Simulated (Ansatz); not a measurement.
Breaking a bond: LiH, singlet.

Level of theory: full CI/aug-cc-pVTZ, frozen core (Ansatz, a program for electronic structure).

Task: Relative to R = 1.60 Å, what are the energies at R = 3.57, 4.32, 5.56, 6.33 Å?

Result: 77.8 mEh at 3.57 Å, 87.6 mEh at 4.32 Å, 90.4 mEh at 5.56 Å, 90.6 mEh at 6.33 Å.
